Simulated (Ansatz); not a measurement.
# BO+ (quintet): wave-function methods side by side, def2-TZVPP

One table from this session's results is given with a row withheld; the runs are named, their logs left out.

Program: Ansatz 0.2.0, Gaussian basis. Level of theory: def2-TZVPP, core rule «outside noble gas», up to 2 orbitals frozen. These are calculated values, not measurements.

Plan: UHF; ROHF; CCSD(T) on UHF.

### The system

The geometry is a PBE0/def2-TZVP stationary point (not a proven minimum) of the parent state, kept for this charge and spin.

2 atoms, charge 1, spin multiplicity 5.

Atoms are counted from 1 here; the program's logs count them from 0.

Bond lengths: B1–O2 1.403 Å.

The first run:

in.yaml

```yaml
crystal:
  periodic: [false, false, false]
  atoms:
    - {symbol: B, position_ang: [0.000000, 0.000000, 0.000000]}
    - {symbol: O, position_ang: [0.000000, 0.000000, 1.403204]}
basis:
  gaussian: {orbitals: def2-TZVPP}
total_charge: 1
magnetization: {spin_polarized: true, initial_magnetization: 4}
hamiltonian: {xc: hf}
output: {orbitals: {seedname: orbitals}}
```

Started as:

```console
$ ansatz run in.yaml --threads 1 --pin off --events-out ev --progress --plain --max-ram 4096MiB --backend cpu
```

Among the steps run: UHF; ROHF; CCSD(T) on UHF.

One of the session's tables, all rows but one given; the rest of the session is left out.

```
  method  from UCCSD(T) (kcal/mol)
    ROHF                   +117.60
     UHF                         ?
    UMP2                    +15.96
   UCCSD                     +2.40
UCCSD(T)                         0
```

**Question.** Estimate the row for UHF.

As computed: from UCCSD(T) (kcal/mol): +112.98. In the column «from UCCSD(T) (kcal/mol)» it lies between UMP2 (+15.96) and ROHF (+117.60).
